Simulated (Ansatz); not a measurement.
Candidates: white tin (β-Sn), hcp Tl, hcp Os, hcp Cd, hcp Be, hcp Zn. Level: PBE0 in Ansatz (PAW).

Ansatz's runs of these crystals have no spin polarisation.

Spin–orbit coupling is left out, also for the solids with elements from indium on (white tin (β-Sn), hcp Tl, hcp Os); its size isn't shown.

Ansatz's density-functional and Hartree–Fock values are scalar-relativistic unless marked +SOC, with PAW data made under PBE.

Problem. Order them by their lattice parameter c at this level, smallest first.

Solution. white tin (β-Sn) (3.158 Å), hcp Be (3.568 Å), hcp Os (4.303 Å), hcp Zn (5.166 Å), hcp Tl (5.628 Å), hcp Cd (5.857 Å)

Ansatz is a first-principles code.
